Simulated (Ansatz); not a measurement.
# SiNH₂ (sextet): the correlation ladder, def2-TZVPP

One table from this session's results is given with a row withheld; the runs are named, their logs left out.

The runs use Ansatz 0.2.0, Gaussian basis; def2-TZVPP, core rule «outside noble gas», up to 6 orbitals frozen.

Plan: UHF; ROHF; CCSD(T) on UHF.

## The geometry

The geometry is a PBE0/def2-TZVP stationary point (not a proven minimum) of the parent state, kept for this charge and spin.

4 atoms, charge 0, spin multiplicity 6.

Atoms are counted from 1 here; the program's logs count them from 0.

Bond lengths: Si1–N2 1.849 Å, Si1–H3 1.470 Å, Si1–H4 1.470 Å. Angles: N2–Si1–H3 117.7°, N2–Si1–H4 117.7°, H3–Si1–H4 124.6°.

As a file:

```xyz
4
H2NSi
Si    0.0000    0.0000    0.5558
N     0.0000    0.0000   -1.2927
H     0.0000    1.3020    1.2391
H     0.0000   -1.3020    1.2391
```

Set-up of the first run:

Contents of in.yaml:

```yaml
crystal:
  periodic: [false, false, false]
  atoms:
    - {symbol: Si, position_ang: [0.000000, 0.000000, 0.555774]}
    - {symbol: N, position_ang: [0.000000, 0.000000, -1.292740]}
    - {symbol: H, position_ang: [0.000000, 1.301958, 1.239079]}
    - {symbol: H, position_ang: [0.000000, -1.301958, 1.239079]}
basis:
  gaussian: {orbitals: def2-TZVPP}
magnetization: {spin_polarized: true, initial_magnetization: 5}
hamiltonian: {xc: hf}
output: {orbitals: {seedname: orbitals}}
```

Run with:

```
$ ansatz run in.yaml --threads 1 --pin off --events-out ev --progress --plain --max-ram 4096MiB --backend cpu
```

Among the steps run: UHF; ROHF; CCSD(T) on UHF.

One table of the session follows, with a row left open; its other results are not shown here.

| method | from UCCSD(T) (meV) |
| --- | --- |
| ROHF | +6807.8 |
| UHF | +6622.0 |
| UMP2 | +1273.1 |
| UCCSD | ? |
| UCCSD(T) | 0 |

Estimate the missing values for UCCSD.

As computed: from UCCSD(T) (meV): +208.9. In the column «from UCCSD(T) (meV)» it lies between UCCSD(T) (0) and UMP2 (+1273.1).
